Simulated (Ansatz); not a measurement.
Co2Mo: from a trial structure to a relaxed crystal

These are results of DFT PBE, scalar-relativistic, plane waves, PAW (Ansatz), not measurements. Cutoff 420 eV, Γ-centred k mesh, Gaussian smearing, collinear spin, first started from parallel moments.

The start puts Co2Mo on the sites of a reported TbCd2 cell (P6/mmm, No. 191), with Mo in place of Tb, Co in place of Cd, at a guessed volume.

```yaml
crystal:
  lattice:
    - [3.75310, 0.00000, 0.00000]
    - [-1.87655, 3.25028, 0.00000]
    - [0.00000, 0.00000, 2.63980]
  atoms:
    - { symbol: Co, position: [0.33333, 0.66667, 0.50000] }
    - { symbol: Co, position: [0.66667, 0.33333, 0.50000] }
    - { symbol: Mo, position: [0.00000, 0.00000, 0.00000] }
```

Cell and atoms relax at zero pressure; the relaxation can't lower the symmetry of the start. After a coarse first stage the cell is made exact in the group found at 0.06 Å.

Energies over the elements count from the elements' standard structures at the same level, with no empirical corrections.

Task: Describe the relaxed structure.

Result: It keeps P6/mmm (No. 191). Conventional cell: a = 4.080 Å, c = 2.574 Å. Co is coordinated by 3 Co at 2.36 Å, 2 Co at 2.57 Å and 6 Mo at 2.68 Å; Mo is coordinated by 2 Mo at 2.57 Å and 12 Co at 2.68 Å.

```xyz
3
Lattice="4.0805 0.0000 0.0000 -2.0402 3.5338 0.0000 0.0000 0.0000 2.5736" Properties=species:S:1:pos:R:3 pbc="T T T"
Co    0.0000    2.3559    1.2868
Co    2.0402    1.1779    1.2868
Mo    0.0000    0.0000    0.0000
```

Task: What are its volume, energy, gap and moment?

Result: The volume per atom is 12.37 Å³, the density is 9.57 g/cm³ and the energy over the elements is 0.09 eV/atom. The gap on the 12×12×18 mesh is 0 eV (a metal) and the net moment per atom is 0.76 μB. The largest site moment is 1.24 μB.

The final run used a 12×12×18 mesh on its 3-atom cell and 0.10 eV smearing. The k mesh leaves about 4 meV/atom of noise in metals. A structure relaxed within its symmetry needn't be a true minimum. The steps took of the order of 2.5 core-minutes in all.